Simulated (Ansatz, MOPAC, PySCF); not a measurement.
Stepwise substitution at one centre (C C2H5-H). Gas-phase values, no solvent. One relaxed conformer stands for each flexible species; it need not be the lowest. Strings in code marks are SMILES.

Quantity: vertical ionisation energy (energy after one electron is removed minus that of the parent at the parent's geometry), in eV.

Level 1: frozen-core CCSD(T)/cc-pVDZ // PBE-D3(BJ)/def2-SVP (Ansatz, a quantum-chemistry and plane-wave program)
Level 2: PBE-D3(BJ)/def2-TZVP // PBE-D3(BJ)/def2-SVP (PySCF)
Level 3: minus the HOMO energy of AM1 // PBE-D3(BJ)/def2-SVP (MOPAC)
Level 4: minus the HOMO energy of PM6 // PBE-D3(BJ)/def2-SVP (MOPAC)

| species | level 1 | level 2 | level 3 | level 4 |
|---|---|---|---|---|
| `CCC` | 11.87 | 10.98 | 11.37 | 11.27 |
| `C` | 14.09 | 13.85 | 13.34 | 13.53 |
